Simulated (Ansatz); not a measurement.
Geometry optimisation, RKS PBE/def2-mTZVP (Ansatz 0.2.0).

Input:

```yaml
crystal:
  periodic: [false, false, false]
  atoms:
    - { symbol: Si, position_ang: [0.27039, 0.010975, 0.049451] }
    - { symbol: C, position_ang: [0.851403, -0.029577, 1.811624] }
    - { symbol: H, position_ang: [0.10618, -0.18522, 2.604096] }
    - { symbol: H, position_ang: [1.614536, -0.819035, 1.899194] }
    - { symbol: H, position_ang: [1.349915, 0.936776, 2.013806] }
    - { symbol: H, position_ang: [1.654519, 0.077343, -0.403627] }
    - { symbol: H, position_ang: [-0.565484, 1.180379, -0.346404] }
    - { symbol: Cl, position_ang: [-0.69436, -1.718342, -0.58914] }
basis:
  gaussian: { orbitals: def2-mTZVP }
hamiltonian:
  xc: pbe
relax:
  f_tol: 0.03
  max_steps: 50
```

Command:

```bash
$ ansatz run input.yaml --threads 2 --pin off --max-ram 3072MiB --backend cpu --events-out ev --progress --plain --runs-dir out
```

Where does it end, and by what steps?

The forces met the threshold. After 5 steps the energy has fallen by 0.293 eV; H6 moved furthest, 0.44 Å.

```
step  energy less start (eV)  largest force component (eV/Å)  accepted
   0                  0.0000                           1.276       yes
   1                 -0.2084                           0.341       yes
   2                 -0.2646                           0.276       yes
   3                 -0.2600                           0.450        no
   4                 -0.2891                           0.083       yes
   5                 -0.2931                           0.028       yes
```

```xyz
8
Properties=species:S:1:pos:R:3
Si 0.384 0.024 0.045
C 0.864 -0.030 1.855
H -0.019 -0.137 2.501
H 1.543 -0.869 2.063
H 1.381 0.900 2.141
H 1.589 0.138 -0.832
H -0.541 1.162 -0.239
Cl -0.614 -1.734 -0.494
```

Run time: 9.2 s on 2 threads of Arm Neoverse V1 (shared host), peak memory 0.14 GiB.
